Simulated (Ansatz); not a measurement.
## Worked example: the step energy

An elementary step of NH$_{4}$S, doublet (H₂S + NH₂ → NH₃ + HS; H–S broken or loosened, H–N formed or tightened). “Start” and “end” are the PBE0-D4/def2-TZVP structures reached by relaxing down either side of its saddle point, with the molecules still in contact.

Computed with Ansatz 0.2.0 (basis: def2-TZVPP and def2-QZVPP); correlated methods freeze the cores; orbitals are unrestricted.

Energies in eV:

| quantity | end | start |
| --- | --- | --- |
| Hartree–Fock, triple zeta (X = 3) | -12362.45453 | -12362.07610 |
| Hartree–Fock, quadruple zeta (X = 4) | -12362.84803 | -12362.46946 |
| MP2 correlation, X = 3 | -10.70952 | -10.28976 |
| MP2 correlation, X = 4 | -11.56342 | -11.12265 |
| CCSD(T) correlation, X = 3 | -12.12558 | -11.78850 |

(1) Work out the step energy at the basis limit: extrapolate Hartree–Fock as E(X) = E∞ + A exp(−7.88 √X) and the MP2 correlation as E(X) = E∞ + B X^−2.97 (the exponents that Neese and Valeev fitted for def2-TZVPP and QZVPP), then add CCSD(T) − MP2 in triple zeta.

No T1 diagnostic of these runs exceeds 0.018. ⟨S²⟩ of the unrestricted Hartree–Fock references: 0.76 to 0.77 (a pure state has 0.75).

Answers

(1) Each step is linear, so take the differences first (end − start): Hartree–Fock -0.37843 (X = 3) and -0.37857 (X = 4); MP2 correlation -0.41976 and -0.44077; CCSD(T) correlation -0.33708.
Two points give E∞ = E(4) + w [E(4) − E(3)], with w = 1/(exp(7.88 (2 − √3)) − 1) = 0.1377 for Hartree–Fock and w = 1/((4/3)^2.97 − 1) = 0.7407 for the correlation.
Hartree–Fock: -0.37857 + 0.1377 × (-0.00014) = -0.3786 eV.
MP2 correlation: -0.44077 + 0.7407 × (-0.02101) = -0.4563 eV.
CCSD(T) − MP2: -0.33708 − (-0.41976) = 0.0827 eV.
Sum: -0.3786 + (-0.4563) + 0.0827 = -0.7522 eV, or -17.35 kcal/mol. Plain CCSD(T) in triple zeta gives -0.7155 eV, so the larger basis shifts the result by -0.0367 eV.

For scale, one of the runs: CCSD(T)/def2-TZVPP, 129 basis functions (an equivalent command: `ansatz run in.yaml --threads 2`). Time: 15 s of wall clock on 2 CPU threads; the host was shared. Peak host memory: 1.4 GiB.
